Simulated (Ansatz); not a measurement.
Basis-set extrapolation for `C/C=N/C(C)=O` (PBE0-D4/def2-TZVP geometry, frozen core, Ansatz 0.2.0). Multiplicity 1, RHF reference.

```
                      def2-TZVPP   def2-QZVPP
                 HF  -284.968406  -284.981422
    MP2 correlation    -1.084436    -1.158740
CCSD(T) correlation    -1.169611      not run
```

Energies in hartree. Use E(X) = E(∞) + A·exp(−7.88·√X) for Hartree–Fock and E(X) = E(∞) + B·X^(−2.97) for correlation, with X = 3 and 4, and add CCSD(T) minus MP2 of the smaller set to the MP2 limit.

Task: What is the CCSD(T) energy at the basis-set limit?

Result: HF limit: -284.981422 + (-0.013016) × 0.13774 = -284.98321. MP2 limit: -1.158740 + (-0.074304) × 0.74074 = -1.21378. Higher-order term: -1.169611 − (-1.084436) = -0.08518. Total: -286.28217 hartree, 378.5 kJ/mol below CCSD(T)/def2-TZVPP.
